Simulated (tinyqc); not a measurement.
Worked calculation: CIS on RHF in the sto-3g basis, frozen core, for OH-, spin multiplicity 1. The basis has no diffuse functions, so it cannot describe the extra electron: this is an exercise in the method, not the real anion. One step of it, computed by the program tinyqc.

Question. CIS matrix, triplets. A(ia,jb) = (e_a - e_i) d_ij d_ab - (ij|ab).

orbital energies (hartree): MO1 -19.568506, MO2 -0.607223, MO3 0.102677, MO4 0.144469, MO5 0.144469, MO6 0.867211

Two-electron integrals over orbitals (pq|rs), unique and non-zero (hartree); the lowest 1 orbital is frozen and left out:
```
p,q,r,s,(pq|rs)
2,2,2,2,0.763460
3,2,2,2,-0.070147
3,2,3,2,0.085298
3,3,2,2,0.493034
3,3,3,2,0.038868
3,3,3,3,0.609626
4,2,4,2,0.165884
4,3,4,2,-0.029740
4,3,4,3,0.019134
4,4,2,2,0.786636
4,4,3,2,-0.080078
4,4,3,3,0.475694
4,4,4,4,0.880159
5,2,5,2,0.165884
5,3,5,2,-0.029740
5,3,5,3,0.019134
5,4,5,4,0.047444
5,5,2,2,0.786636
5,5,3,2,-0.080078
5,5,3,3,0.475694
5,5,4,4,0.785270
5,5,5,5,0.880159
6,2,2,2,0.048821
6,2,3,2,0.065959
6,2,3,3,0.006960
6,2,4,4,0.055728
6,2,5,5,0.055728
6,2,6,2,0.119644
6,3,2,2,0.185621
6,3,3,2,-0.082915
6,3,3,3,-0.058290
6,3,4,4,0.192408
6,3,5,5,0.192408
6,3,6,2,0.005511
6,3,6,3,0.186746
6,4,4,2,0.021922
6,4,4,3,0.017104
6,4,6,4,0.038253
6,5,5,2,0.021922
6,5,5,3,0.017104
6,5,6,5,0.038253
6,6,2,2,0.681648
6,6,3,2,-0.011544
6,6,3,3,0.564174
6,6,4,4,0.676007
6,6,5,5,0.676007
6,6,6,2,0.063544
6,6,6,3,0.105302
6,6,6,6,0.701500
```

Give: CIS matrix A, triplet.

Answer.

CIS matrix A, triplet (hartree):
```
,2>6,3>6,4>6,5>6
2>6,0.7928,0.0115,0.0000,0.0000
3>6,0.0115,0.2004,0.0000,0.0000
4>6,0.0000,0.0000,0.0467,0.0000
5>6,0.0000,0.0000,0.0000,0.0467
```
